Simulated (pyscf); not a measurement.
GeH₃• + acetylene (HC≡CH) → •HC=CH–GeH₃, an addition (doublet surface; none broken, C–Ge formed). PySCF, gas phase, ωB97X-D3(BJ)/def2-SVP geometries. Correlated levels are frozen-core, on RHF or UHF. ΔMP2 is the change of the MP2 total energy from the triple- to the quadruple-zeta basis. Energies in kJ/mol from the separated reactants.

Small-basis levels: PySCF, no dispersion term, spherical d functions. AM1 to PM7: differences of heats of formation from MOPAC, which are fitted to 298 K values and so differ in kind from electronic energies by zero-point and thermal terms. Open shells are spin-unrestricted. 

| level | barrier | reaction energy |
|---|---|---|
| HF/3-21G | 31.1 | -121.0 |
| MP2/6-31G*+LANL2DZ | 73.3 | -20.6 |
| SVWN5/6-31G*+LANL2DZ | -24.0 | -109.1 |
| PBE/6-31G*+LANL2DZ | ? | -86.2 |
| B3LYP/STO-3G | 0.9 | -200.1 |
| B3LYP/3-21G | 7.8 | -114.7 |
| B3LYP/LANL2DZ | 19.1 | -75.0 |
| M06-2X/6-31G*+LANL2DZ | ? | -93.6 |
| PM6 | -1.4 | -114.3 |
| CCSD(T)/def2-TZVPP + ΔMP2(QZVPP) | ? | -72.8 |

### Question
Complete the blanks.

### Answer

- PBE/6-31G*+LANL2DZ, barrier: -2.4
- M06-2X/6-31G*+LANL2DZ, barrier: 7.1
- CCSD(T)/def2-TZVPP + ΔMP2(QZVPP), barrier: 22.5

Against the last row the barrier runs from -46.5 (SVWN5/6-31G*+LANL2DZ) to +50.9 kJ/mol (MP2/6-31G*+LANL2DZ). At SVWN5/6-31G*+LANL2DZ, PBE/6-31G*+LANL2DZ, PM6 this geometry lies under one side, so the entry may be no barrier of that level: it is a single point on another level's saddle. CCSD(T)/def2-TZVPP + ΔMP2(QZVPP) has limits of its own. On the product side the descent ends in a point that may be a rotor saddle (no frequency run), 4.2 kJ/mol over the lowest minimum found and 99.9 kJ/mol under the saddle at ωB97X-D3(BJ)/def2-TZVP. At ωB97X-D3(BJ)/def2-TZVP the barrier from the zero used here is 8.3 kJ/mol. •HC=CH–GeH₃ lies 113.2 kJ/mol over its isomer H₂C=CH–GeH₂• (electronic energy, ωB97M-D3(BJ)/def2-TZVP). This is the saddle that the search found; another between the same sides may lie lower. The CCSD(T) − MP2 part came from Ansatz, without density fitting, on the same reference. A UHF reference is spin-contaminated (<S²> up to 0.97), which harms MP2 most. The frozen core leaves the outer d or s,p core shells of the metals and heavy elements correlated in the MP2 and CC values, and def2-TZVPP describes them poorly, which can shift differences by a few kcal/mol. In the def2 sets elements up to Kr have no core potential.
